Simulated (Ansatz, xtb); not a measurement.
# Isomers of AlBHS in order of energy

4 gas-phase structures of AlBHS, found in a search over its isomers (lower ones may exist). Each was relaxed with GFN2-xTB:

A. a doublet given by its coordinates
B. `[BH][S][Al]`, a doublet
C. `[BH]1[Al][S]1`, a doublet
D. `[AlH][B]=S`, a doublet

A (Å):

```xyz
4

Al    1.5995    0.6389    0.5493
B     0.4540    2.2615    0.3756
S     1.8036    2.9719   -0.3323
H     3.0236   -0.0114    0.2893
```

Close contacts (Å): Al1–B2 1.99, Al1–S3 2.50, B2–S3 1.68, Al1–H4 1.59.

**Question.** Estimate their order in r2SCAN-D4/def2-SVP energy at these geometries, lowest first.

**Answer.** Calculated order at r2SCAN-D4/def2-SVP: C (0.0), B (13.8), A (29.9), D (34.3) kcal/mol.

Energies above the lowest of each column, in kcal/mol; the last columns are at B3LYP-D4/def2-TZVP geometries and were run for some of them only (a dash: not run or not comparable):

| structure | GFN2-xTB | HF/STO-3G | r2SCAN-D4/def2-SVP | B3LYP-D4/def2-TZVP | CCSD(T)/def2-TZVP |
| --- | --- | --- | --- | --- | --- |
| C | 0.0 | 0.6 | 0.0 | 0.0 | 0.0 |
| B | 20.9 | 0.0 | 13.8 | 9.3 | 11.2 |
| A | 6.6 | 40.0 | 29.9 | 32.5 | 30.9 |
| D | 5.3 | 50.1 | 34.3 | – | – |

CCSD(T)/def2-TZVP puts C lowest of those it was run on; HF/STO-3G picks B. Flexible structures stand in one conformer each, not always the lowest. Frequencies (B3LYP-D4/def2-TZVP) were run for A, B, C alone. Open shells are spin-unrestricted, some with notable spin contamination.

Over these structures GFN2-xTB departs from r2SCAN-D4/def2-SVP by 14.9 kcal/mol on average once a common shift is removed. A GFN2-xTB relaxation took about 0.079 s and the r2SCAN-D4/def2-SVP energy about 1.6 s on a shared host (Ansatz 0.2.0, xtb 6.7.1).
